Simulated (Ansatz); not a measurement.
# BCl2: the cost of one run

Computed with Ansatz 0.2.0 through its Python package. Level of theory: CCSD(T)/STO-3G.

## 1. The structure

Bond lengths: Cl1–B2 1.907 Å, B2–Cl3 1.832 Å. Angles: Cl1–B2–Cl3 120.3°.

Input file bcl2.xyz:

```xyz
3

Cl    0.42890   -1.62890    0.04950
B    -0.54900   -0.02940   -0.30070
Cl    0.10920    1.59350    0.23800
```

## 2. Script

ip_bcl2.py

```python
"""Vertical ionisation energy of BCl2."""

import ansatz as az


def energy_of(molecule, charge=0, unpaired=0):
    calc = (
        molecule.calculation()
        .basis(gaussian="STO-3G")
        .correlation("CCSD(T)")
    )
    if charge:
        calc = calc.charge(charge)
    if unpaired:
        calc = calc.spin("collinear", total=unpaired)
    report = calc.run(threads=1, backend="cpu").report
    if report["published_state_doubts"]:
        print("  doubts:", report["published_state_doubts"])
    return report["free_energy_ev"]


def main() -> None:
    mol = az.Crystal.molecule_from_extxyz("bcl2.xyz")

    # delta-SCF style differences, no relaxation
    parent = energy_of(mol, 0, 1)
    cation = energy_of(mol, 1, 0)
    print(f"E(N)   = {parent:.5f} eV")
    print(f"E(N-1) = {cation:.5f} eV  (0 unpaired)")
    print(f"vertical ionisation energy {cation - parent:.3f} eV")
    other = energy_of(mol, 1, 2)
    print(f"to the state with 2 unpaired electrons: {other - parent:.3f} eV")


if __name__ == "__main__":
    main()
```

## 3. What the engine is handed

The engine receives this input (first run):

```yaml
crystal:
  periodic: [false, false, false]
  atoms:
    - { symbol: Cl, position_ang: [0.4289, -1.6289, 0.0495] }
    - { symbol: B, position_ang: [-0.549, -0.0294, -0.3007] }
    - { symbol: Cl, position_ang: [0.1092, 1.5935, 0.238] }
basis:
  gaussian:
    orbitals: STO-3G
magnetization:
  spin_polarized: true
  initial_magnetization: 1.0
correlation:
  method: ccsd_t
```

## 4. Running it

Run with:

```console
> python ip_bcl2.py
```

Q: Estimate wall time and peak memory on 1 thread of Arm Neoverse V2, shared host.

About 3.2 s, with a peak of 0.14 GiB.
